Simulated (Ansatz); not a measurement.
# C3H4FN: up Jacob's ladder to CCSD(T)

How much do the methods differ for C3H4FN? The plan is to run it at one geometry with functionals of several rungs and with coupled cluster. The yardstick is the atomisation energy at the CCSD(T) limit.

Program: Ansatz 0.2.0, Gaussian basis. Level of theory: functionals in def2-TZVPP, the program's frozen cores in correlated methods. These are calculated values, not measurements.

Plan: LDA (SPW92), PBE-D4, revPBE-D4, BLYP-D4, r2SCAN-D4, B97M-V, PBE0-D4, B3LYP-D4, r2SCANh-D4, r2SCAN0-D4, HSE06-D4, BHLYP-D4, CAM-B3LYP-D4, LC-ωPBE, ωB97X-V, ωB97M-V, B2PLYP, PBE-QIDH; CCSD(T)/def2-SVP; CCSD(T)/def2-TZVPP; MP2/def2-QZVPP; extrapolation to the limit; RPA on PBE.

### 1 The relaxed structure

An earlier PBE0-D4 in a triple-zeta def2 set relaxation fixed the geometry.

SMILES `FC1=CCN1`, 9 atoms, charge 0, spin multiplicity 1.

Atoms are counted from 1 here; the program's logs count them from 0.

Bond lengths: F1–C2 1.313 Å, C2–C3 1.333 Å, C2–N5 1.396 Å, C3–C4 1.512 Å, C3–H6 1.076 Å, C4–N5 1.502 Å, C4–H7 1.092 Å, C4–H8 1.092 Å, N5–H9 1.016 Å. Angles: F1–C2–C3 136.4°, F1–C2–N5 123.2°, C3–C2–N5 100.2°, C2–C3–C4 86.7°, C2–C3–H6 137.0°, C4–C3–H6 135.5°, C3–C4–N5 88.0°, C3–C4–H7 115.8°, C3–C4–H8 116.7°, N5–C4–H7 112.4°, N5–C4–H8 111.4°, H7–C4–H8 110.6°, C2–N5–C4 84.8°, C2–N5–H9 116.6°, C4–N5–H9 115.7°.

### 2 LDA

This LDA is Slater exchange with PW92 correlation.

in.yaml reads:

```yaml
crystal:
  periodic: [false, false, false]
  atoms:
    - {symbol: F, position_ang: [1.074144, 1.340369, 1.583277]}
    - {symbol: C, position_ang: [0.534787, 0.590024, 0.650269]}
    - {symbol: C, position_ang: [0.975088, -0.222702, -0.310138]}
    - {symbol: C, position_ang: [-0.478032, -0.458051, -0.654863]}
    - {symbol: N, position_ang: [-0.837821, 0.551724, 0.397609]}
    - {symbol: H, position_ang: [1.920401, -0.469545, -0.760237]}
    - {symbol: H, position_ang: [-0.865730, -1.453508, -0.427651]}
    - {symbol: H, position_ang: [-0.805149, -0.135829, -1.645116]}
    - {symbol: H, position_ang: [-1.429090, 0.211117, 1.149851]}
basis:
  gaussian: {orbitals: def2-TZVPP}
hamiltonian: {xc: lda}
output: {orbitals: {seedname: orbitals}}
```

The runs that follow: PBE-D4 (GGA); revPBE-D4 (GGA); BLYP-D4 (GGA); r2SCAN-D4 (meta-GGA); B97M-V (meta-GGA); PBE0-D4 (hybrid); B3LYP-D4 (hybrid); r2SCANh-D4 (hybrid); r2SCAN0-D4 (hybrid); HSE06-D4 (hybrid); BHLYP-D4 (hybrid); CAM-B3LYP-D4 (range-separated); LC-ωPBE (range-separated); ωB97X-V (range-separated); ωB97M-V (range-separated); B2PLYP (double hybrid); PBE-QIDH (double hybrid); CCSD(T) in def2-SVP; CCSD(T) in def2-TZVPP; MP2 in def2-QZVPP; RPA on PBE orbitals.

**Question.** What will the summary of the whole plan be? Wanted: atomisation energy, CCSD(T)/CBS; farthest beyond LDA; mean size of error, GGA; mean size of error, meta-GGA; mean size of error, hybrid; mean size of error, range-separated; mean size of error, double hybrid; gap, smallest and largest; T1 diagnostic.

**Answer**, as computed:

```
                               quantity                                  value
        atomisation energy, CCSD(T)/CBS                          3679.7 kJ/mol
 functionals within 18.4 kJ/mol (0.5 %)         B3LYP-D4, r2SCANh-D4, PBE-QIDH
                    farthest beyond LDA                 PBE-D4 (+182.2 kJ/mol)
                mean size of error, GGA                            94.9 kJ/mol
           mean size of error, meta-GGA                            23.3 kJ/mol
             mean size of error, hybrid                            61.7 kJ/mol
    mean size of error, range-separated                            33.5 kJ/mol
      mean size of error, double hybrid                            14.4 kJ/mol
              gap, smallest and largest  5.24 eV (BLYP-D4), 12.47 eV (LC-ωPBE)
                          T1 diagnostic                                 0.0122
triples share of the correlation energy                                  4.1 %
```

What this shows: LDA overbinds by 700.3 kJ/mol (19 %). PBE-D4 is off by +182.2 kJ/mol. Double hybrids carry the basis error of their MP2 part in triple zeta, and no dispersion term here, so their miss is partly the set-up's. By mean error the best rung here is double hybrid (14.4 kJ/mol) and the worst beyond LDA is GGA (94.9 kJ/mol). The gap between the best rungs is small, so their order is not settled. Misses under about 18.4 kJ/mol are within the doubt on the reference itself, which lacks core-valence correlation, relativity and higher excitations. Hartree-Fock recovers 68 % of the binding; the rest is correlation. CCSD(T) in def2-SVP is off by -183.2 kJ/mol, worse than the median functional, from the basis alone. The gap grows from 5.2 to 12.5 eV across the functionals, mostly with the share of exact exchange.
